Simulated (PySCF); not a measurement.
Molecule (SMILES): [C-]#[S+] (C-S).
Geometry (B3LYP-D3(BJ)/def2-TZVP, fixed):
```xyz
2

C      0.0000     0.0000    -1.1142
S      0.0000     0.0000     0.4178
```

Basis-set convergence of the mean static polarisability at HF with PySCF. All functions are spherical. Density fitting with generated auxiliary sets. No added dispersion term, no relativity. Reference: the value in aug-cc-pV(5+d)Z, 28.23 bohr³, itself unsure by roughly 0.3 % (its mean distance from aug-pcseg-3, aug-cc-pV(Q+d)Z, aug-pcseg-2). Deviations are taken from unrounded values. Cost is core time over that of cc-pV(Q+d)Z, rough, on shared machines of one kind; a dash marks a row that isn't timed (too short, read off another run, short of memory, by another algorithm or on other hardware).

| basis | functions | mean static polarisability (bohr³) | minus reference (%) | cost |
|---|---|---|---|---|
| pcseg-0 | 22 | 17.84 | -36.8 | - |
| 6-31G** | 32 | 19.92 | -29.4 | - |
| pcseg-1 | 32 | 21.11 | -25.2 | - |
| 6-311+G** | 52 | 23.07 | -18.3 | - |
| Sadlej pVTZ | 56 | 27.91 | -1.1 | - |
| cc-pV(T+d)Z | 69 | 23.55 | -16.6 | - |
| jun-cc-pV(T+d)Z | 87 | 28.16 | -0.2 | - |
| aug-cc-pV(T+d)Z | 101 | 28.17 | -0.2 | - |
| cc-pV(Q+d)Z | 119 | 25.94 | -8.1 | 1× |
| pcseg-3 | 124 | 25.69 | -9.0 | 0.9× |
| def2-QZVPPD | 142 | 28.21 | -0.1 | 2× |
| aug-pcseg-3 | 174 | 28.20 | -0.1 | 3× |
| aug-cc-pV(5+d)Z | 263 | 28.23 | 0.0 | 10× |

The smallest set listed that lies within 2 % of the reference with all its larger relatives (same family, alike in diffuse functions; a set with none counts only in the reference's own line) is jun-cc-pV(T+d)Z (87 functions, -0.2 % off). Inside, with no larger relative to test it: Sadlej pVTZ, def2-QZVPPD, aug-pcseg-3. (Relatives not listed, tested too: aug-cc-pV(Q+d)Z 0.0 %.)
